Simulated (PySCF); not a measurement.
**Ionising NaF**

PBE; Na def2-SVPD, F def2-SVPD; no relativity (PySCF 2.14). Neutral (UKS): singlet (closed shell), Re = 1.958 Å, ωe = 510 cm⁻¹, De = 5.06 eV, HOMO -5.01 eV, LUMO -2.01 eV.

NaF⁻ (UKS): doublet (σ ↑), Re = 2.049 Å, ωe = 404 cm⁻¹, De = 1.89 eV to Na + F⁻. The energies at the minima are -261.83992 hartree for NaF and -261.86111 for NaF⁻.

Work out the adiabatic electron affinity, without and with harmonic zero-point energies (1 hartree = 27.2114 eV, 1 eV = 8065.5 cm⁻¹), and the change of the bond length.

At PBE: 0.02119 hartree = 0.577 eV between the minima; the zero-point term (510.0 − 404.0)/2 cm⁻¹ = +0.007 eV makes it 0.583 eV. Re changes by +9.1 pm against the neutral. The electron enters a σ orbital; in so polar a molecule the change of length follows mostly from the change of the ionic charges.

For an ion De counts to the pair picked by the measured ionisation energies or electron affinities, which need not be the lowest pair at this level. The highest Kohn–Sham level is positive in this anion. Much of that is self-interaction error, but it also means that the finite basis helps to hold the extra electron. States were picked by a PBE0 search and need not be the measured ground states.
